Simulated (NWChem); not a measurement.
## Correlation energy of Al

```
Al
```
Charge 0, spin multiplicity 2.

All runs are NWChem calculations.

Basis set: cc-pVDZ. Each correlation energy counts from its own Hartree-Fock reference.

```json
[
 {"method": "URI-MP2", "correlation energy (mHa)": "-30.6"},
 {"method": "CCSD on UHF", "correlation energy (mHa)": "-47.1"},
 {"method": "CCSD[T] on UHF", "correlation energy (mHa)": "-47.8"},
 {"method": "CCSD(T) on UHF", "correlation energy (mHa)": "-47.8"},
 {"method": "CCSD on ROHF", "correlation energy (mHa)": "-50.3"},
 {"method": "CCSD[T] on ROHF", "correlation energy (mHa)": "-51.1"},
 {"method": "CCSD(T) on ROHF", "correlation energy (mHa)": "-51.1"},
 {"method": "UMP2", "correlation energy (mHa)": "-30.6"},
 {"method": "SCS-UMP2", "correlation energy (mHa)": "-34.9"},
 {"method": "CCSDT on ROHF", "correlation energy (mHa)": "-51.5"}
]
```

The values span 20.9 mHa, from CCSDT on ROHF (lowest) to UMP2 (highest). 

The correlated methods keep 5 core orbitals frozen. No SCF solution was tested for a lower state. Open-shell Hartree-Fock references start from PBE0 orbitals. Coupled-cluster values serve here as a point of comparison, not as the truth.
